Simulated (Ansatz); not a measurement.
Molecule: C4H5 (charge -1, singlet). It need not be the lowest isomer of its formula. Whether it binds its extra electron was not tested at this geometry. 
Geometry from a B3LYP-D3(BJ)/def2-TZVP (Ansatz, a program for electronic structure) optimisation:
```
C
H 1 1.1010
H 1 1.1010 2 108.12
C 1 1.5455 2 115.12 3 130.75
H 4 1.0940 1 126.09 2 -20.31
C 4 1.4093 5 127.68 1 -120.39
H 6 1.0941 4 131.21 5 -44.23
C 6 1.4093 7 131.21 4 180.00
H 8 1.0940 6 127.68 7 -44.23
```
Charge -1, spin multiplicity 1.

Basis-set convergence of Hartree-Fock and MP2 correlation energies (hartree) with Ansatz. Correlated levels leave the core frozen unless marked. Spin-orbit coupling is left out. No relativistic terms. This anion needs diffuse functions, which these sets lack.

```csv
basis,functions,E(HF),"E(corr, MP2)"
cc-pVDZ,-,-154.22411,-0.56308
cc-pVTZ,190,…,…
```

Question: Complete the blanks.

Answer: 
- cc-pVTZ, E(HF): -154.27025
- cc-pVTZ, E(corr, MP2): -0.68562
